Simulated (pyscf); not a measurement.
HO–SiH₂–PH₂ (SMILES O[SiH2]P) → HO–PH₂ (SMILES OP) + SiH₂ (SMILES [SiH2]) [singlet], a 1,1-elimination (singlet surface; P–Si, O–Si broken, O–P formed). Optimised with ωB97X-D3(BJ)/def2-SVP in PySCF. MP2 and CC: frozen core, UHF for open shells. ΔMP2 is the change of the MP2 total energy from the triple- to the quadruple-zeta basis. Energies in eV from the reactant's lowest minimum found.

Small-basis levels: PySCF, no dispersion term, spherical d functions. AM1 to PM7: differences of heats of formation from MOPAC. Cost: rough CPU time at the saddle relative to B3LYP/6-31G*, from one job on a shared machine.

| level | barrier | reaction energy | cost |
|---|---|---|---|
| HF/3-21G | 3.30 | +3.28 | 0.07 |
| MP2/6-31G* | 3.53 | +3.78 | 0.1 |
| SVWN5/6-31G* | 2.93 | +4.13 | 1 |
| B3LYP/6-31G* | 3.24 | +3.57 | 1 |
| PBE/def2-SVP | 2.99 | +3.76 | 2 |
| AM1 | 2.40 | +2.84 | under 0.02 |
| PM3 | 1.65 | +3.27 | under 0.02 |
| CCSD(T)/def2-TZVPP + ΔMP2(QZVPP) | 3.51 | +3.72 | – |

Against the last row the barrier runs from -1.85 (PM3) to +0.02 eV (MP2/6-31G*); MP2/6-31G* happens to lie closest here (0.02 eV apart). CCSD(T)/def2-TZVPP + ΔMP2(QZVPP) has limits of its own. On the product side the descent ends in an adduct with a O–Si contact, 0.86 eV under the separated species and 0.47 eV under the saddle at ωB97X-D3(BJ)/def2-TZVP. At CCSD(T) the saddle lies under the separated products, which points to a path from their complex (located at ωB97X-D3(BJ) alone), and parting the products costs more than the saddle. What is counted as broken (O–Si) persists as a longer contact in the product adduct; parting that adduct is a step of its own. One saddle was located; it need not be the lowest between these sides. The CCSD(T) − MP2 part came from Ansatz, without density fitting, on the same reference.
